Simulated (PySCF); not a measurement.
H₂O₂, SMILES OO.

Geometry optimised at PBE-D3(BJ)/def2-TZVP.

All values below come from TDDFT-M06-2X/def2-TZVPD in PySCF 2.14.0.

Vertical excitations. Gas-phase values at a fixed geometry. State labels are in the subgroup C2.

| state | symmetry | energy (eV) | λ (nm) | f | main pairs |
|---|---|---|---|---|---|
| S1 | A | 5.51 | 225 | 0.002 | HOMO→LUMO+1 50 %, HOMO→LUMO+4 44 % |
| S2 | B | 6.78 | 183 | 0.010 | HOMO−1→LUMO+1 50 %, HOMO−1→LUMO+4 41 % |
| S3 | B | 7.25 | 171 | 0.004 | HOMO→LUMO 91 % |
| S4 | A | 8.02 | 155 | 0.014 | HOMO−1→LUMO 44 %, HOMO→LUMO+2 19 %, HOMO→LUMO+1 17 %, HOMO→LUMO+4 8 % |
| S5 | A | 8.57 | 145 | 0.002 | HOMO−1→LUMO 49 %, HOMO→LUMO+2 29 %, HOMO→LUMO+1 12 % |
| S6 | B | 9.42 | 132 | 0.014 | HOMO−1→LUMO+2 39 %, HOMO−1→LUMO+1 26 %, HOMO−1→LUMO+4 11 %, HOMO→LUMO+3 11 % |
| S7 | A | 9.44 | 131 | 0.015 | HOMO→LUMO+2 43 %, HOMO→LUMO+4 34 %, HOMO→LUMO+1 16 % |
| S8 | B | 9.57 | 130 | 0.065 | HOMO→LUMO+3 78 % |
| S9 | B | 10.08 | 123 | 0.095 | HOMO−2→LUMO+1 33 %, HOMO−2→LUMO+4 19 %, HOMO−1→LUMO+2 14 %, HOMO−1→LUMO+1 8 % |
| S10 | B | 10.33 | 120 | 0.002 | HOMO→LUMO+5 78 % |
| T1 | A | 4.63 | 268 | 0 | HOMO→LUMO+4 48 %, HOMO→LUMO+1 45 % |
| T2 | B | 5.77 | 215 | 0 | HOMO−1→LUMO+4 48 %, HOMO−1→LUMO+1 46 % |
| T3 | B | 7.03 | 176 | 0 | HOMO→LUMO 88 % |
| T4 | A | 7.78 | 159 | 0 | HOMO−1→LUMO 43 %, HOMO→LUMO+1 17 %, HOMO→LUMO+2 16 %, HOMO→LUMO+4 8 % |
Triplets are in the Tamm–Dancoff approximation, which puts them higher than full response would, so one can lie above its singlet here.
